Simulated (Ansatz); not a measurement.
How close CCSD(T) comes to the exact answer in a basis

Each species is computed at the geometry given (Å), with frozen cores, in Ansatz 0.2.0: RHF-CCSD(T) for singlets, UHF-CCSD(T) otherwise, and full CI in the same basis. The program picks the determinant by trial CCSD, so it needn't be the lowest Hartree–Fock solution. States: HBO Σ⁺ or Δ, AlH4 A, HSiN Σ⁺ or Δ, GeH4 A1, AlH3 A1. Cases whose determinant has another symmetry than full CI's state, or whose (Q) step broke down, weren't drawn. No relativity is included.

Problem. Judging by size, spin and bonding, rank them by the size of CCSD(T)'s error in total energy against full CI in the same basis, smallest first (an estimate).
A. AlH4, doublet, 6-31G: Al -0.090 0.000 -0.199; H 0.671 0.003 2.971; H -0.474 -0.013 2.927; H 1.097 2.069 -0.282; H 1.103 -2.065 -0.298
B. GeH$_{4}$, singlet, 6-31G: Ge 0.000 0.000 0.000; H 0.789 0.791 0.790; H -0.792 -0.789 0.790; H -0.788 0.789 -0.793; H 0.792 -0.792 -0.787
C. AlH$_{3}$, singlet, cc-pVDZ: Al 0.000 0.000 0.000; H 2.729 0.026 0.000; H -1.387 2.351 -0.005; H -1.342 -2.376 0.005
D. HSiN, singlet, 6-31G: Si 0.000 0.000 0.020; N 0.000 0.000 -1.331; H 0.000 0.000 1.311
E. HBO, singlet, 6-31G: B 0.000 0.000 0.089; O 0.000 0.000 -1.109; H 0.000 0.000 1.021

Solution. B (7.1 meV), E (30.9 meV), A (39.6 meV), D (50.4 meV), C (124.3 meV).

```csv
species,basis,correlated electrons,CCSD(T) − full CI (meV),CCSDT(Q) − full CI (meV),unpaired electrons (full CI),T1,⟨S²⟩ of the determinant
"GeH4, singlet",6-31G,8,7.1,0.1,0.02,0.008,0.00
"HBO, singlet",6-31G,10,30.9,-3.8,0.06,0.024,0.00
"AlH4, doublet",6-31G,7,39.6,0.7,1.25,0.067,1.08
"HSiN, singlet",6-31G,10,50.4,-5.5,0.14,0.023,0.00
"AlH3, singlet",cc-pVDZ,6,124.3,-0.5,1.52,0.054,0.00
```

Unpaired electrons are Σ n²(2−n)² over natural occupations; an open shell counts its own unpaired electrons too. Frozen cores follow each run's orbitals, which moves totals by a few meV. No single determinant describes AlH3, singlet well, by full CI's occupations.
